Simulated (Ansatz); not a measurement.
**Platinum, fcc: convergence with Methfessel-Paxton smearing**

Computed with Ansatz, LDA, scalar-relativistic PAW, on the relaxed cell (a = 3.895 Å; spin not included). Errors count from a run at 420 eV on a Γ-centred 23×23×23 mesh with Fermi-Dirac smearing of 0.1 eV, extrapolated to zero width. Fixed here: cutoff 420 eV, mesh 14×14×14. The SCF starts from atomic densities corrected by a trained network.

```csv
width (eV),E(σ→0) error (meV/atom),F error (meV/atom),P (GPa),SCF iterations
0.03,-6.3,-6.4,-0.46,5
0.1,-6.7,-6.6,-0.47,5
0.2,-6.1,-6.2,-0.44,5
0.3,-5.7,-7.7,-0.32,5
0.6,-12.5,-20.8,-0.03,5
1.0,-28.6,-49.0,0.33,5
```

What does the run at 0.01 give (width)?

E(σ→0) error (meV/atom): -6.2; F error (meV/atom): -6.2; P (GPa): -0.46; SCF iterations: 5.
